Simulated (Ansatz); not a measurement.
A nudged elastic band was laid between two geometries of CH2NO (5 atoms, charge -1, multiplicity 1).

Level of theory: RKS CAM-B3LYP/6-31G* (Ansatz).

```json
{"movable images": "5", "climbing image": "yes", "spring": "5.0 eV/Å²", "optimiser": "lbfgs", "start path": "through a guess of the saddle point", "force threshold": "0.05 eV/Å", "iteration limit": "60", "end points": "relaxed", "largest step": "0.5 Å"}
```

First end point:

```xyz
5
Properties=species:S:1:pos:R:3
N -0.432 0.100 -0.439
C 0.946 -0.340 -0.063
O 0.911 -0.931 1.033
H -0.402 0.992 -0.933
H -1.023 0.178 0.402
```

Last end point:

```xyz
5
Properties=species:S:1:pos:R:3
N -0.957 0.267 -0.143
C 0.340 0.047 -0.145
O 1.078 -0.630 0.618
H 0.845 0.578 -1.003
H -1.305 -0.261 0.673
```

(1) Which bonds break or form, and what moves?

(2) Give the energies along the band, and the barrier.

(3) What is the geometry of the highest image?

The band took 38 iterations and of the order of 7 core-minutes.

Results:

(1) Bonds broken: N1–H4. Bonds formed: C2–H4.

(2) It converged. The highest image is number 3 of 0 to 6, 1.61 eV above the first end and 3.38 eV above the last; the last end lies 1.77 eV below the first. Neighbouring images differ by up to 1.6 eV, so the band resolves the path poorly. Another band between the same ends (5 images) ends at a top of the same energy, where a vibrational analysis finds 1 clearly imaginary mode. The orbitals stay closed-shell, which can raise the energy where a bond breaks towards radicals; this wasn't checked here. Limits of this set-up: an anion without diffuse functions.

```
image  path coordinate (Å)  energy (eV)  N1–H4 (Å)  C2–H4 (Å)
    0                 0.00         0.00       1.02       2.08
    1                 0.33         0.15       1.02       1.89
    2                 0.66         0.83       1.07       1.57
    3                 0.98         1.61       1.27       1.32
    4                 1.34         0.39       1.56       1.16
    5                 1.70        -1.23       1.83       1.12
    6                 2.05        -1.77       2.02       1.13
```

(3) 
```xyz
5
Properties=species:S:1:pos:R:3
N -0.718 0.076 -0.402
C 0.627 -0.272 -0.219
O 1.046 -0.711 0.870
H 0.220 0.838 -0.799
H -1.175 0.069 0.550
```

The run took 7.5 min on 1 thread of Intel(R) Xeon(R) Processor @ 2.50GHz (Skylake/Cascade Lake) (shared host), peak memory 0.11 GiB.
